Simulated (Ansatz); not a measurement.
# Molecular dynamics of CH4LiSi

Input:

```yaml
crystal:
  periodic: [false, false, false]
  atoms:
    - { symbol: Li, position_ang: [-2.988008, -0.886409, -0.532364] }
    - { symbol: Si, position_ang: [-0.59902, -0.822322, 0.17336] }
    - { symbol: C, position_ang: [0.638865, 0.700576, 0.013327] }
    - { symbol: H, position_ang: [0.160219, -1.99018, -0.031512] }
    - { symbol: H, position_ang: [1.133911, 1.002571, 0.94971] }
    - { symbol: H, position_ang: [1.234384, 0.442712, -0.87768] }
    - { symbol: H, position_ang: [0.162729, 1.700092, -0.355493] }
magnetization:
  spin_polarized: true
  initial_magnetization: 1
basis:
  gaussian: { orbitals: def2-SVP }
hamiltonian:
  xc: blyp
md:
  timestep: 0.25
  n_steps: 400
  ensemble: nvt_langevin
  temperature: 500.0
  initial_velocities: maxwell_boltzmann
  seed: 840870
  friction: 0.02
```

Command:

```bash
$ ansatz run input.yaml --threads 2 --pin off --max-ram 3072MiB --backend cpu --events-out ev --progress --plain --runs-dir out
```

It goes on from the last frame of an earlier run, with new velocities.

Output, in part (step lines, the closing report, with atoms numbered from 0):

```
md step     0: t =     0.00 fs  T =   428.6 K  F+E_penalty+E_count = -9178.25753250 eV  E_kin = 0.387780 eV  (58 SCF iters)
md step     1: t =     0.25 fs  T =   459.6 K  F+E_penalty+E_count = -9178.25451428 eV  E_kin = 0.415872 eV  (28 SCF iters)
md step     2: t =     0.50 fs  T =   478.0 K  F+E_penalty+E_count = -9178.25447900 eV  E_kin = 0.432496 eV  (29 SCF iters)
md step     3: t =     0.75 fs  T =   483.8 K  F+E_penalty+E_count = -9178.25634420 eV  E_kin = 0.437741 eV  (29 SCF iters)
md step     4: t =     1.00 fs  T =   503.4 K  F+E_penalty+E_count = -9178.26049389 eV  E_kin = 0.455450 eV  (29 SCF iters)
md step     5: t =     1.25 fs  T =   488.5 K  F+E_penalty+E_count = -9178.26851156 eV  E_kin = 0.441971 eV  (30 SCF iters)
md step     6: t =     1.50 fs  T =   490.2 K  F+E_penalty+E_count = -9178.28072264 eV  E_kin = 0.443552 eV  (30 SCF iters)
md step     7: t =     1.75 fs  T =   516.0 K  F+E_penalty+E_count = -9178.29721854 eV  E_kin = 0.466910 eV  (37 SCF iters)
[... lines left out ...]
md step   397: t =    99.25 fs  T =   432.1 K  F+E_penalty+E_count = -9178.44923899 eV  E_kin = 0.390932 eV  (34 SCF iters)
md step   398: t =    99.50 fs  T =   450.3 K  F+E_penalty+E_count = -9178.46654479 eV  E_kin = 0.407433 eV  (35 SCF iters)
md step   399: t =    99.75 fs  T =   465.1 K  F+E_penalty+E_count = -9178.48312455 eV  E_kin = 0.420805 eV  (34 SCF iters)
md step   400: t =   100.00 fs  T =   475.4 K  F+E_penalty+E_count = -9178.49825593 eV  E_kin = 0.430123 eV  (55 SCF iters)
Total energy: -9178.49859753 eV, -337.3036020493 hartree
Atom 0 at    -2.805817    -1.524599     0.408651 Å, force    -0.459444    -0.171249     0.053910 eV/Å
Atom 1 at    -0.631060    -0.881230     0.220098 Å, force     1.225680     0.434547    -0.285757 eV/Å
Atom 2 at     0.167678     0.850407    -0.304306 Å, force    -0.222628    -0.701445    -0.862498 eV/Å
Atom 3 at     0.714577    -1.659227     0.259778 Å, force    -0.492789    -0.065281     0.115485 eV/Å
Atom 4 at     0.555024     1.351508     0.584676 Å, force     0.839137     0.070194     0.388745 eV/Å
Atom 5 at     0.922045     0.681714    -1.139670 Å, force    -0.241501     0.234997     0.937226 eV/Å
Atom 6 at    -0.542819     1.585491    -0.690427 Å, force    -0.648454     0.198238    -0.347109 eV/Å
Dipole moment:    -1.182125    -0.261558     0.120665 e Å
```

The steps, from the saved trajectory:

```csv
time (fs),T (K),potential energy less start (eV)
0.0,429,0.000
3.2,563,-0.143
6.5,464,-0.120
9.8,425,-0.069
13.0,553,-0.168
16.2,610,-0.192
19.5,608,-0.185
22.8,689,-0.209
26.0,500,-0.225
29.2,461,-0.227
32.5,446,-0.203
35.8,624,-0.242
39.0,578,-0.256
42.2,360,-0.181
45.5,319,-0.151
48.8,313,-0.173
52.0,300,-0.213
55.2,380,-0.244
58.5,383,-0.258
61.8,294,-0.277
65.0,301,-0.309
68.2,318,-0.280
71.5,223,-0.178
74.8,330,-0.249
78.0,366,-0.168
81.2,253,-0.103
84.5,290,-0.106
87.8,290,-0.101
91.0,468,-0.208
94.2,431,-0.146
97.5,413,-0.117
```

All steps were run. The mean temperature of the second half is 31 % below the set value. A run of 0.1 ps of so small a system gives no equilibrium averages.

The same pairs are bonded in the first frame and the last. Pairs count as bonded within 1.25 times the sum of covalent radii (0.12 Å more for H–H).

Last frame:

```xyz
7
Properties=species:S:1:pos:R:3
Li -2.806 -1.525 0.409
Si -0.631 -0.881 0.220
C 0.168 0.850 -0.304
H 0.715 -1.659 0.260
H 0.555 1.351 0.585
H 0.922 0.682 -1.140
H -0.543 1.585 -0.690
```

The run took 19 min on 2 threads of Arm Neoverse N1, with other jobs on the host, peak memory 0.14 GiB.
